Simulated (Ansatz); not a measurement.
`C=NC(C)F` + `FCCl` → `C[C@@H](F)[C@H](F)Cl` + `C=N`  (formal exchange of groups at a C–N bond)

Computed with Ansatz on PBE0-D4/def2-TZVP structures; ΔE is electronic, products minus reactants. CCSD(T)/CBS is the MP2 limit (def2-TZVPP, def2-QZVPP) plus CCSD(T) − MP2 in def2-TZVPP, frozen cores. This one scheme is used for every species. DFT in def2-TZVPP. Each species was taken in one conformer, which may not be the lowest.

```
         level  ΔE (kJ/mol)
       BLYP-D4          6.7
       ωB97M-V         -1.0
           PBE          7.9
       r2SCAN0          3.6
     CAM-B3LYP          6.7
   HF/def2-SVP         10.1
MP2/def2-TZVPP         -0.2
 MP2/CBS(def2)         -0.5
```

(1) What does CCSD(T)/CBS give? (Best estimate.)

Largest T1 diagnostic among the species: 0.012.

## Answers

(1) The calculation gave: -1.8 kJ/mol. The listed levels differ from it by 8.5, 0.8, 9.7, 5.4, 8.5, 11.9, 1.6, 1.3 kJ/mol.

The D4 term adds −3.3 kJ/mol with B3LYP and −1.8 kJ/mol with PBE0; it sums over pairs of atoms, weighted by their polarisabilities, and B3LYP, whose exchange is more repulsive, gets the larger term. Leaving LDA and LC-ωPBE aside and taking each functional with its dispersion term where it has one, the values spread over 7.6 kJ/mol, from ωB97M-V to BLYP-D4.

CCSD(T)/CBS has its own doubt, a few kJ/mol and more with outer-core shells, so smaller differences from it don't rank the levels.

B3LYP here is the variant with VWN-RPA as its local correlation; programs differ in this.
